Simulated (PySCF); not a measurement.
# Partial charges of trans 3-chloropropionitrile

Species: trans 3-chloropropionitrile, C3H4ClN.
Structure used (PBE0-D3(BJ)/def2-SVP), in Å, numbered top down from 1:
```xyz
9
C3H4ClN angstrom
N      1.6624   -2.0795   -0.3368
C      0.7618   -1.3915   -0.1041
C     -0.3504   -0.4926    0.1787
C      0.0144    0.9579   -0.1146
Cl    -1.3706    2.0191    0.2314
H     -0.6419   -0.6014    1.2352
H     -1.2193   -0.7918   -0.4284
H      0.2874    1.0916   -1.1698
H      0.8562    1.2880    0.5085
```

Density: PBE0/pcSseg-1 (PySCF); schemes: Mulliken, IAO, Hirshfeld and ESP-fitted. The structure is a single PBE0-D3(BJ)/def2-SVP conformer in the gas phase; no vibrational or solvent corrections.

Question: What partial charge does each atom carry?

Answer: In e; atoms taken as equivalent share a row and are averaged (×n: the atom named and its like, n in all):

```tsv
atom	environment	Mulliken	IAO	Hirshfeld	ESP-fitted
N1	nitrile nitrogen	-0.238	-0.233	-0.218	-0.437
C2	nitrile carbon	+0.050	+0.132	+0.087	+0.308
C3	sp3 carbon next to a nitrile	-0.204	-0.295	-0.043	-0.033
C4	sp3 C–Cl carbon	-0.212	-0.230	-0.020	-0.249
Cl5	alkyl chlorine	-0.134	-0.094	-0.055	-0.132
H6/H7	methylene hydrogen	+0.187	+0.188	+0.068	+0.100
H8/H9	methylene hydrogen	+0.182	+0.172	+0.057	+0.172
```

Mean size of the charges over all atoms: IAO 0.189 e, ESP-fitted 0.189 e, Mulliken 0.175 e, Hirshfeld 0.075 e. Each set sums to the total charge, 0, to within 0.001 e. The IAO scheme counts the electrons in orthogonalised intrinsic atomic orbitals, a minimal basis polarised so that it spans the occupied orbitals exactly. The Hirshfeld scheme weights the molecular density at each point by an atom's share of the summed free-atom densities.

Lowest charge. The schemes don't all agree: Mulliken N1 (-0.238); IAO C3 (-0.295); Hirshfeld N1 (-0.218); ESP-fitted N1 (-0.437).

Highest charge. The schemes don't all agree: Mulliken H6/H7 (+0.187); IAO H6/H7 (+0.188); Hirshfeld C2 (+0.087); ESP-fitted C2 (+0.308).

Question: How closely do the schemes follow one another over all atoms?

Answer: Correlation coefficient and root-mean-square difference: Mulliken with IAO 0.98, 0.044 e; Hirshfeld with ESP-fitted 0.92, 0.143 e; Mulliken with Hirshfeld 0.81, 0.120 e; Mulliken with ESP-fitted 0.81, 0.130 e; IAO with ESP-fitted 0.81, 0.133 e; IAO with Hirshfeld 0.80, 0.136 e.

Question: Sum the charges by element, for elements with more than one atom.

Answer: 
```
element  atoms  Mulliken     IAO  Hirshfeld  ESP-fitted
      C      3    -0.366  -0.393     +0.023      +0.026
      H      4    +0.738  +0.720     +0.249      +0.543
```

Question: How many electrons does the ESP-fitted scheme count on Cl5?

Answer: Z − q = 17 − (-0.132) = 17.132.

These values come from a run that also computed NMR shieldings. On an Arm Neoverse N1 with one thread, shared host with 64 logical CPUs at a one-minute load of 58, this took 13 s of wall time and 0.52 GiB of memory at its peak.
